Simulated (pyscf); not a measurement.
bromide (Br⁻) + H₃C–CH₂–CH₂–Cl → H₃C–CH₂–CH₂–Br + chloride (Cl⁻), a substitution at C (singlet surface; C–Cl broken, Br–C formed). Structures and frequencies: ωB97X-D3(BJ)/def2-SVPD in PySCF. Energies in kcal/mol from the separated reactants.

Small-basis levels: PySCF, no dispersion term, spherical d functions. AM1 to PM7: differences of heats of formation from MOPAC. GFN2-xTB: tblite. Cost: rough CPU time at the saddle relative to B3LYP/6-31G*+LANL2DZ, from one job on a shared machine.

```
level                    barrier  reaction energy        cost
-----------------------  -------  ---------------  ----------
HF/6-31G*+LANL2DZ            9.6            +14.4        0.10
MP2/6-31G*+LANL2DZ          11.3            +11.5         0.1
BP86/6-31G*+LANL2DZ         -2.9            +12.9           2
PBE/6-31G*+LANL2DZ          -3.5            +12.7           2
B3LYP/3-21G                -19.6            -12.6         0.8
B3LYP/LANL2DZ               -5.6            +12.5         0.7
B3LYP/6-31G*+LANL2DZ         0.4            +13.0           1
M06-2X/6-31G*+LANL2DZ        1.6            +12.3           3
PBE/def2-SVP                -4.8            +18.5           2
GFN2-xTB                     5.9             +8.2  under 0.02
PM6                          1.9             +6.0  under 0.02
PM7                          8.6             +9.9  under 0.02
ωB97M-D3(BJ)/def2-TZVPD      8.6             +8.7           –
```

Against the last row the barrier runs from -28.2 (B3LYP/3-21G) to +2.6 kcal/mol (MP2/6-31G*+LANL2DZ). ωB97M-D3(BJ)/def2-TZVPD has limits of its own. On the reactant side the descent ends in a bound adduct, 11.1 kcal/mol under the separated species and 20.2 kcal/mol under the saddle at ωB97X-D3(BJ)/def2-TZVPD. On the product side the descent ends in a bound adduct, 12.6 kcal/mol under the separated species and 13.9 kcal/mol under the saddle at ωB97X-D3(BJ)/def2-TZVPD. This is the saddle that the search found; another between the same sides may lie lower. The angle at the attacked C is 164°. In the def2 sets elements up to Kr have no core potential.
